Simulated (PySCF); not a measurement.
Input for PySCF:
```python
from pyscf import gto, scf, dft

mol = gto.Mole()
mol.atom = '''
    C    -0.869300    0.226800    0.204600
    C     0.390900   -0.354800   -0.427200
    O     1.555500    0.358500   -0.078500
    H    -1.741900   -0.324600   -0.133500
    H    -0.980100    1.270700   -0.076700
    H    -0.816500    0.162100    1.290600
    H     0.493600   -1.413800   -0.145600
    H     0.333900   -0.291700   -1.516100
    H     1.633800    0.366700    0.882300
'''
mol.basis = '3-21g'
mol.charge = 0
mol.spin = 0
mol.verbose = 4
mol.build()

mf = dft.RKS(mol)
mf.xc = 'tpss'
mf.kernel()
mf.analyze()
```

### Question
Predict the number of basis functions from PySCF with TPSS/3-21G.

### Answer
39

### Question
Give the HOMO energy at the level TPSS/3-21G.

### Answer
-5.30 eV

### Question
Predict the total energy from TPSS/3-21G.

### Answer
-154.1974 Eh
